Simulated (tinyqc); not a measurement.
UKS/B3LYP (VWN-RPA form) in the sto-3g basis, for CH, spin multiplicity 4, step by step. One step of it, computed by the program tinyqc.

Task: Iteration 2: building the Kohn-Sham matrix. J_ij = sum D_kl (ij|kl) with D = D(alpha) + D(beta), K_ij = sum D_kl (ik|jl) for each spin; F = H + J - 0.2 K(s) + V_xc; E = tr D H + tr D J / 2 - 0.1 sum_s tr D(s) K(s) + E_xc + E_nn.

D(alpha) after iteration 1, lower triangle:
```
            1C 1s      1C 2s    1C 2px    1C 2py     1C 2pz     2H 1s
1C 1s    1.068308
1C 2s   -0.279231   1.134404
1C 2px   0.000000   0.000000  1.000000
1C 2py   0.000000   0.000000  0.000000  1.000000
1C 2pz  -0.015161   0.077129  0.000000  0.000000   1.083938
2H 1s    0.023096  -0.079401  0.000000  0.000000  -0.103631  0.014518
```

D(beta) after iteration 1, lower triangle:
```
            1C 1s      1C 2s    1C 2px    1C 2py    1C 2pz     2H 1s
1C 1s    1.066489
1C 2s   -0.269282   1.085982
1C 2px   0.000000   0.000000  0.000000
1C 2py   0.000000   0.000000  0.000000  0.000000
1C 2pz   0.017326  -0.077561  0.000000  0.000000  0.005543
2H 1s    0.010210  -0.030876  0.000000  0.000000  0.002200  0.000884
```

core Hamiltonian H = T + V (hartree), lower triangle:
```
             1C 1s      1C 2s     1C 2px     1C 2py     1C 2pz      2H 1s
1C 1s   -18.221773
1C 2s    -4.392404  -5.167817
1C 2px    0.000000   0.000000  -4.082426
1C 2py    0.000000   0.000000   0.000000  -4.082426
1C 2pz   -0.015215  -0.159767   0.000000   0.000000  -4.196985
2H 1s    -0.968080  -2.095173   0.000000   0.000000  -1.778403  -3.180541
```

Two-electron integrals (ij|kl) in chemists' order, unique and non-zero (hartree):
```
(11|11) 3.541948   (21|11) 0.576921   (21|21) 0.111888   (22|11) 0.854682
(22|21) 0.205284   (22|22) 0.624709   (31|31) 0.020296   (32|31) 0.030858
(32|32) 0.137996   (33|11) 0.852436   (33|21) 0.205335   (33|22) 0.624568
(33|33) 0.672833   (41|41) 0.020296   (42|41) 0.030858   (42|42) 0.137996
(43|43) 0.036269   (44|11) 0.852436   (44|21) 0.205335   (44|22) 0.624568
(44|33) 0.600295   (44|44) 0.672833   (51|51) 0.020296   (52|51) 0.030858
(52|52) 0.137996   (53|53) 0.036269   (54|54) 0.036269   (55|11) 0.852436
(55|21) 0.205335   (55|22) 0.624568   (55|33) 0.600295   (55|44) 0.600295
(55|55) 0.672833   (61|11) 0.126568   (61|21) 0.024399   (61|22) 0.044684
(61|33) 0.044530   (61|44) 0.044530   (61|51) 0.001493   (61|52) 0.002779
(61|55) 0.045006   (61|61) 0.005441   (62|11) 0.302647   (62|21) 0.073658
(62|22) 0.246519   (62|33) 0.240617   (62|44) 0.240617   (62|51) 0.007016
(62|52) 0.048273   (62|55) 0.258094   (62|61) 0.016757   (62|62) 0.127355
(63|31) 0.007503   (63|32) 0.039527   (63|53) 0.009451   (63|63) 0.015687
(64|41) 0.007503   (64|42) 0.039527   (64|54) 0.009451   (64|64) 0.015687
(65|11) 0.257463   (65|21) 0.063474   (65|22) 0.225253   (65|33) 0.213892
(65|44) 0.213892   (65|51) 0.012775   (65|52) 0.080486   (65|55) 0.247736
(65|61) 0.015121   (65|62) 0.138239   (65|65) 0.163021   (66|11) 0.451778
(66|21) 0.111836   (66|22) 0.425320   (66|33) 0.402716   (66|44) 0.402716
(66|51) 0.013455   (66|52) 0.124074   (66|55) 0.470016   (66|61) 0.025820
(66|62) 0.277197   (66|65) 0.332415   (66|66) 0.774606
```

nuclear repulsion = 2.76092458 hartree

V_xc(alpha) (hartree), lower triangle:
```
            1C 1s      1C 2s     1C 2px     1C 2py     1C 2pz      2H 1s
1C 1s   -1.851257
1C 2s   -0.279681  -0.511791
1C 2px   0.000000   0.000000  -0.511923
1C 2py   0.000000   0.000000   0.000000  -0.511923
1C 2pz  -0.000078   0.001570   0.000000   0.000000  -0.510122
2H 1s   -0.061755  -0.179201   0.000000   0.000000  -0.150852  -0.226730
```

V_xc(beta) (hartree), lower triangle:
```
            1C 1s      1C 2s     1C 2px     1C 2py     1C 2pz      2H 1s
1C 1s   -1.829551
1C 2s   -0.262921  -0.409641
1C 2px   0.000000   0.000000  -0.409553
1C 2py   0.000000   0.000000   0.000000  -0.409553
1C 2pz   0.000903   0.010854   0.000000   0.000000  -0.407070
2H 1s   -0.057930  -0.143120   0.000000   0.000000  -0.119467  -0.199981
```

E_xc = sum of w rho eps_xc = -4.82143175 hartree

Give: Coulomb J; exchange K(alpha); exchange K(beta); F(alpha); F(beta); total energy of this density.

Result:

Coulomb J (hartree), lower triangle:
```
          1C 1s    1C 2s  1C 2px  1C 2py  1C 2pz   2H 1s
1C 1s   11.3562
1C 2s    2.1733   4.8255
1C 2px   0.0000   0.0000  4.8212
1C 2py   0.0000   0.0000  0.0000  4.8212
1C 2pz  -0.0038  -0.0249  0.0000  0.0000  4.8180
2H 1s    0.4747   1.8243  0.0000  0.0000  1.6204  2.9887
```

exchange K(alpha) (hartree), lower triangle:
```
          1C 1s   1C 2s  1C 2px  1C 2py  1C 2pz   2H 1s
1C 1s    3.6530
1C 2s    0.6719  1.0952
1C 2px   0.0000  0.0000  0.9017
1C 2py   0.0000  0.0000  0.0000  0.9017
1C 2pz  -0.0001  0.0021  0.0000  0.0000  0.9017
2H 1s    0.1556  0.3950  0.0000  0.0000  0.2853  0.2694
```

exchange K(beta) (hartree), lower triangle:
```
          1C 1s    1C 2s  1C 2px  1C 2py  1C 2pz   2H 1s
1C 1s    3.5895
1C 2s    0.5778   0.6746
1C 2px   0.0000   0.0000  0.1529
1C 2py   0.0000   0.0000  0.0000  0.1529
1C 2pz  -0.0025  -0.0619  0.0000  0.0000  0.1551
2H 1s    0.1268   0.2273  0.0000  0.0000  0.0214  0.1006
```

F(alpha) (hartree), lower triangle:
```
          1C 1s    1C 2s  1C 2px  1C 2py   1C 2pz    2H 1s
1C 1s   -9.4475
1C 2s   -2.6332  -1.0731
1C 2px   0.0000   0.0000  0.0465
1C 2py   0.0000   0.0000  0.0000  0.0465
1C 2pz  -0.0191  -0.1835  0.0000  0.0000  -0.0695
2H 1s   -0.5862  -0.5291  0.0000  0.0000  -0.3659  -0.4725
```

F(beta) (hartree), lower triangle:
```
          1C 1s    1C 2s  1C 2px  1C 2py   1C 2pz    2H 1s
1C 1s   -9.4131
1C 2s   -2.5976  -0.8869
1C 2px   0.0000   0.0000  0.2986
1C 2py   0.0000   0.0000  0.0000  0.2986
1C 2pz  -0.0176  -0.1614  0.0000  0.0000   0.1829
2H 1s   -0.5766  -0.4594  0.0000  0.0000  -0.2818  -0.4120
```

total energy of this density = -37.407323 hartree
